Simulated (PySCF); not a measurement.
Below is a simulated gas-phase C 1s photoelectron spectrum of `C(C=O)#CCN`.

Every computed line was given a Gaussian of 0.4 eV full width at half maximum and an area set by the number of equivalent atoms; the highest printed point is 100. Method: delta-SCF UKS SCAN, pcX-2 on the ionised atom, pcseg-1 elsewhere, spin-free X2C (PySCF).

| binding energy (eV) | intensity |
| --- | --- |
| 290.1 | 0 |
| 290.2 | 2 |
| 290.3 | 7 |
| 290.4 | 23 |
| 290.5 | 52 |
| 290.6 | 84 |
| 290.7 | 100 |
| 290.8 | 93 |
| 290.9 | 86 |
| 291.0 | 93 |
| 291.1 | 100 |
| 291.2 | 86 |
| 291.3 | 54 |
| 291.4 | 24 |
| 291.5 | 8 |
| 291.6 | 2 |
| 291.7 | 0 |
| 291.8 | 0 |
| 291.9 | 0 |
| 292.0 | 0 |
| 292.1 | 0 |
| 292.2 | 0 |
| 292.3 | 1 |
| 292.4 | 5 |
| 292.5 | 17 |
| 292.6 | 43 |
| 292.7 | 76 |
| 292.8 | 95 |
| 292.9 | 85 |
| 293.0 | 53 |
| 293.1 | 24 |
| 293.2 | 8 |
| 293.3 | 2 |
| 293.4 | 4 |
| 293.5 | 15 |
| 293.6 | 39 |
| 293.7 | 72 |
| 293.8 | 94 |
| 293.9 | 87 |
| 294.0 | 57 |
| 294.1 | 26 |
| 294.2 | 9 |
| 294.3 | 2 |
| 294.4 | 0 |

Task: How many maxima does the curve show, and how many computed lines lie under it?

Result: The curve has 4 maxima (at 290.7, 291.1, 292.8 and 293.8 eV). Under it lie 4 lines from 4 inequivalent carbon sites.

Task: Decompose the envelope and assign each component. Numbering: `[NH2:1][CH2:2][C:3]#[C:4][CH:5]=[O:6]`.

Result: 
```json
{"position (eV)": "290.69", "relative area": "1", "line": "C 1s", "atoms": "C4", "environment": "alkyne carbon"}
{"position (eV)": "291.12", "relative area": "1", "line": "C 1s", "atoms": "C3", "environment": "alkyne carbon"}
{"position (eV)": "292.82", "relative area": "1", "line": "C 1s", "atoms": "C2", "environment": "sp3 carbon bound to nitrogen"}
{"position (eV)": "293.83", "relative area": "1", "line": "C 1s", "atoms": "C5", "environment": "aldehyde carbon"}
```

Task: What are the centre and the root-mean-square width of the whole band?

Result: The area-weighted mean of the lines is 292.11 eV. Their own spread about it is 1.27 eV (rms) and each Gaussian has σ = 0.4/2.355 = 0.17 eV; the variances add, which gives 1.28 eV.

Lowest listed C 1s: C4, bonded to C (triple bond) and C. Highest, 3.14 eV above it: C5, bonded to O (double bond), C and H. The widest gap between neighbouring values is 1.70 eV, between 291.12 and 292.82 eV. Summing the Pauling electronegativity differences to the bonded atoms, each weighted by its formal bond order, gives 0.00 for the lowest site and +1.43 for the highest; no listed site has a larger sum than the highest. The smallest sum, -0.21, belongs to C2, 2.13 eV above the lowest.

Shake-up satellites, vibrational structure and lifetime widths aren't simulated. The unrestricted hole states depart most from a pure doublet (⟨S²⟩ = 0.75; over 0.85 named) for C 1s of C3 (0.88) and C 1s of C5 (0.97), which makes these values less certain. Geometry: GFN2-xTB, one conformer, isolated molecule.

The run took 63 s on an Arm Neoverse V1 with one thread, on a shared host.

The values belong to the conformer `[NH2:1][CH2:2][C:3]#[C:4][CH:5]=[O:6]`: H–N1–C2–C3 -60°, H–N1–C2–C3 60°.
